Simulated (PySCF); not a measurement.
# Adding and removing an electron: CH

UHF-CCSD(T); H aug-pcseg-1, C aug-pcseg-1; no relativity (PySCF 2.14). Neutral (UHF): doublet (π ↑), Re = 1.128 Å, ωe = 2873 cm⁻¹, De = 3.41 eV.

CH⁻ (UHF): triplet (π ↑↑), Re = 1.146 Å, ωe = 2631 cm⁻¹, De = 3.32 eV to H + C⁻. The energies at the minima are -38.37064 hartree for CH and -38.40918 for CH⁻.

(1) Work out the adiabatic electron affinity, without and with harmonic zero-point energies (1 hartree = 27.2114 eV, 1 eV = 8065.5 cm⁻¹), and the change of the bond length.

Correlated steps freeze 1 core orbital. Correlated levels converge slowly with the basis: in double zeta they bind strong bonds too weakly, by up to about 1 eV, and carry superposition errors of some tenths. For an ion De counts to the pair picked by the measured ionisation energies or electron affinities, which need not be the lowest pair at this level. States were picked by a PBE0 search and need not be the measured ground states.

Results:

(1) At UHF-CCSD(T): 0.03854 hartree = 1.049 eV between the minima; the zero-point term (2873.0 − 2631.0)/2 cm⁻¹ = +0.015 eV makes it 1.064 eV. Re changes by +1.8 pm against the neutral. The electron enters a π orbital, which is non-bonding in a hydride.
